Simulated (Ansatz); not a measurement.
**NH4⁺, singlet: reading a ladder of total energies**

Geometry: a PBE0/def2-TZVP stationary point for this spin, not checked as a minimum.

```xyz
5

N     0.0000    0.0000    0.0000
H     0.5903    0.5923    0.5902
H    -0.5929   -0.5882    0.5917
H    -0.5890    0.5896   -0.5943
H     0.5916   -0.5937   -0.5876
```

Basis cc-pVDZ; Ansatz 0.2.0. Correlated methods freeze the noble-gas cores, which leaves 8 electrons in 33 orbitals. Prefix R: restricted or restricted open-shell reference.

Full CI is exact within this basis and frozen core; it isn't the basis-set limit.

Runs differ by some tens of microhartree through their thresholds, so steps under 0.03 kcal/mol mean nothing.

```csv
level,total energy (hartree)
RHF,-56.545016
RMP2,-56.730564
RCCSD,-56.748795
RCCSD(T),-56.752463
RCCSDT,-56.752725
RCCSDT(Q),-56.752994
RCCSDTQ,-56.752983
full CI,-56.752998
```

**Question.** What is the correlation energy at full CI, and what share of it do RMP2 and RCCSD(T) recover?

**Answer.** E(corr) = -56.752998 − (-56.545016) = -0.207982 hartree = -5.659 eV. RMP2: -0.185548 / -0.207982 = 89.21 %. RCCSD(T): -0.207447 / -0.207982 = 99.74 %.

**Question.** By how many kcal/mol does RCCSD(T) miss full CI (1 hartree = 627.509 kcal/mol), and which steps make up the rest?

**Answer.** -56.752463 − (-56.752998) = 0.000535 hartree = 0.34 kcal/mol. Steps: RCCSDT − RCCSD(T) = -0.16, RCCSDT(Q) − RCCSDT = -0.17, RCCSDTQ − RCCSDT(Q) = 0.01, full CI − RCCSDTQ = -0.01 kcal/mol. That is within 1 kcal/mol of the reference in this basis, which itself misses far more of the correlation at the basis-set limit.
